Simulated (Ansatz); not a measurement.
hcp Re was calculated with LDA (PAW; Ansatz, a quantum-chemistry and plane-wave program).

Settings: plane-wave cutoff 520 eV, 16×16×10 k mesh (along the axes of the cell as run), Fermi–Dirac smearing 0.1 eV, perturbation theory, force constants from a 4×4×2 q mesh, no spin polarisation, scalar-relativistic PAW data made under PBE.

Computed at the level's own relaxed cell. Harmonic vibrational thermodynamics at fixed volume:

```csv
T (K),S_vib (J/K per mol of atoms),C_V (J/K per mol of atoms),F_vib (eV/atom)
0,0.00,0.00,0.0262
200,26.64,22.82,0.0011
500,48.57,24.58,-0.1206
600,53.07,24.69,-0.1733
700,56.88,24.76,-0.2304
800,60.19,24.80,-0.2911
1000,65.73,24.85,-0.4218
```

The crystal is taken as a harmonic solid at every temperature: melting, phase changes and thermal expansion are not seen, nor the electrons' share in a metal.
